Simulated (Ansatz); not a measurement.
B₂H₆, 8 atoms. Hardware: 4 threads of Arm Neoverse V1 on a shared host.

Correlated methods freeze 2 core orbitals. In CCSD on the charge 1 doublet the largest single amplitude is 0.38, so its Hartree–Fock determinant may place the open shell otherwise than the density functionals do.

Q: How many basis functions does each of these Ansatz runs have, and roughly what does it cost? ωB97X-V/def2-TZVP, charge 0 singlet, energy, from earlier orbitals; CCSD(T)/def2-TZVPP, charge 1 doublet at the geometry of the charge 0 singlet, energy, from earlier orbitals; HF/def2-TZVP, charge 0 singlet, energy, from earlier orbitals; r2SCAN-D4/def2-TZVP, charge 0 singlet, energy, from earlier orbitals; r2SCAN-D4/def2-TZVPD, charge -1 doublet at the geometry of the charge 0 singlet, energy, from earlier orbitals; PBE-D4/def2-TZVP, charge 0 singlet, relaxation, 4 steps; PBE-D4/def2-TZVPD, charge 0 singlet, energy, from earlier orbitals; PBE0-D4/def2-SVP, charge 0 singlet, energy, from earlier orbitals; HSE06-D4/def2-TZVP, charge 0 singlet, energy, from earlier orbitals; CCSD(T)/def2-TZVPD, charge 0 singlet, energy, from earlier orbitals; CCSD(T)/def2-TZVPD, charge -1 doublet at the geometry of the charge 0 singlet, energy, from earlier orbitals; PBE0-D4/def2-TZVP, charge 1 doublet at the geometry of the charge 0 singlet, energy.

A: Other jobs shared the machine, so times can vary by a factor of up to 3. A dash marks memory too small to be measured apart from the calling script's.

| run | functions | fitting or Cholesky vectors | wall time | peak host memory (GiB) |
| --- | --- | --- | --- | --- |
| HF/def2-TZVP, charge 0 singlet, energy, from earlier orbitals | 98 | 714 | 0.2 s | – |
| PBE0-D4/def2-SVP, charge 0 singlet, energy, from earlier orbitals | 58 | 656 | 0.35 s | – |
| HSE06-D4/def2-TZVP, charge 0 singlet, energy, from earlier orbitals | 98 | 602 | 0.5 s | – |
| PBE-D4/def2-TZVPD, charge 0 singlet, energy, from earlier orbitals | 128 | 636 | 0.7 s | – |
| PBE0-D4/def2-TZVP, charge 1 doublet at the geometry of the charge 0 singlet, energy | 98 | 602 | 0.8 s | – |
| r2SCAN-D4/def2-TZVP, charge 0 singlet, energy, from earlier orbitals | 98 | 602 | 0.9 s | – |
| ωB97X-V/def2-TZVP, charge 0 singlet, energy, from earlier orbitals | 98 | 602 | 1.4 s | – |
| PBE-D4/def2-TZVP, charge 0 singlet, relaxation, 4 steps | 98 | 602 | 2.4 s | – |
| CCSD(T)/def2-TZVPD, charge 0 singlet, energy, from earlier orbitals | 128 | 912 | 2.8 s | 0.66 |
| r2SCAN-D4/def2-TZVPD, charge -1 doublet at the geometry of the charge 0 singlet, energy, from earlier orbitals | 128 | 636 | 7 s | – |
| CCSD(T)/def2-TZVPD, charge -1 doublet at the geometry of the charge 0 singlet, energy, from earlier orbitals | 128 | 914 | 13 s | 1.4 |
| CCSD(T)/def2-TZVPP, charge 1 doublet at the geometry of the charge 0 singlet, energy, from earlier orbitals | 146 | 820 | 15 s | 2 |
